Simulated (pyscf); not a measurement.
This saddle point was located with ωB97X-D3(BJ)/def2-SVP in PySCF.

```xyz
9

N      0.0523    -1.1110     0.5909
Si    -0.2513     0.4895     0.1463
Cl     1.1665     1.9703     0.1162
Cl    -0.6248     0.2325    -1.8935
H      0.2261    -1.8268    -0.1037
H      0.2031    -1.3898     1.5527
H     -1.7702     1.1869     0.2358
F     -0.6643     0.8710     1.9689
H     -1.5242     1.1763     1.1863
```

Surface: singlet, charge 0. Lowest wavenumbers (cm⁻¹): 1072i, 149, 209, 244, 304.

Problem. Name the species on either side of this saddle.

Solution. H₂N–SiH(Cl)–Cl + HF ⇌ H₂N–Si(F)(Cl)–Cl + H₂, a four-centre exchange read from left to right: H–Si, F–H broken and F–Si, H–H formed. At ωB97M-D3(BJ)/def2-TZVP it lies +1.08 eV from the left side and +2.45 eV from the right (each side as separated species at their lowest minima found). The same reactants have a lower exit, to NH₃ + F–SiH(Cl)–Cl (barrier +0.29 eV at ωB97M-D3(BJ), against +1.08 eV here). One saddle was located; it need not be the lowest between these sides.
